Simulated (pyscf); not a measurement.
A first-order saddle from PySCF, ωB97X-D3(BJ)/def2-SVP:

```
Sb
O 1 1.9904
H 2 0.9667 1 107.84
O 1 2.0254 2 88.18 3 22.22
H 4 0.9653 1 116.25 2 47.62
N 1 2.2098 2 92.69 3 112.71
H 6 1.0199 1 118.88 2 -169.71
H 6 1.0205 7 109.29 1 -132.05
H 6 1.2086 7 118.53 8 -135.36
O 9 1.3086 6 141.52 7 -112.39
H 10 0.9676 9 111.95 6 -109.26
```

Surface: singlet, charge 0. Lowest wavenumbers (cm⁻¹): 975i, 102, 162, 210, 242.

**Question.** Name the species on either side of this saddle.

**Answer.** `[OH][Sb]([OH])[OH]` + `[NH3]` ⇌ `[NH2][Sb]([OH])[OH]` + `[OH2]`, a four-centre exchange read from left to right: O–Sb, H–N broken and N–Sb, H–O formed. At ωB97M-D3(BJ)/def2-TZVP it lies +0.62 eV from the left side and +0.24 eV from the right (each side as separated species at their lowest minima found). On the reactant side the descent ends in an adduct with a N–Sb contact, 0.55 eV under the separated species and 1.11 eV under the saddle at ωB97X-D3(BJ)/def2-TZVP. On the product side the descent ends in a bound adduct, 0.40 eV under the separated species and 0.59 eV under the saddle at ωB97X-D3(BJ)/def2-TZVP. What is counted as formed (N–Sb) is already present as a longer contact in the reactant adduct; forming that adduct is a step of its own. This is the saddle that the search found; another between the same sides may lie lower. Elements past Kr carry the def2 core potentials, without spin-orbit coupling.
